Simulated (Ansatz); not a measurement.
Wurtzite ZnO, relaxed in Ansatz (plane waves) with several semilocal functionals. Each gives its own volume and its own elastic constant C11:

```
level   V0 (Å³/atom)  elastic constant C11 (GPa)   ln V0  ln C11
------  ------------  --------------------------  ------  ------
LDA           11.329                       221.3  2.4274  5.3995
r²SCAN        11.809                       209.8  2.4689  5.3462
PBE           12.322                       188.5  2.5114  5.2391
```

Fit a straight line to ln C11 against ln V0. What does it predict for PBEsol, whose volume is 11.776 Å³/atom?

With x = ln V0 and y = ln C11: means 2.46923 and 5.32827; Σ(Δx Δy) = -0.006746, Σ(Δx²) = 0.003528, so the slope is -1.91. At x = 2.4661 the line gives y = 5.32827 + (-1.91) × (2.4661 − 2.46923) = 5.3342, or 207.3 GPa. The run with PBEsol gives 202.5 GPa, -2.3 % from the line. The rows used scatter about it by up to 1.7 %, while the largest value lies 17 % above the smallest.

Measured: 207 GPa (measured, temperature not stated, no zero-point or thermal correction; as tabulated in Oses et al. (2018), arXiv:1811.08464).

Ansatz's density-functional and Hartree–Fock values are scalar-relativistic unless marked +SOC, with PAW data made under PBE.

Ansatz is a program for electronic structure.
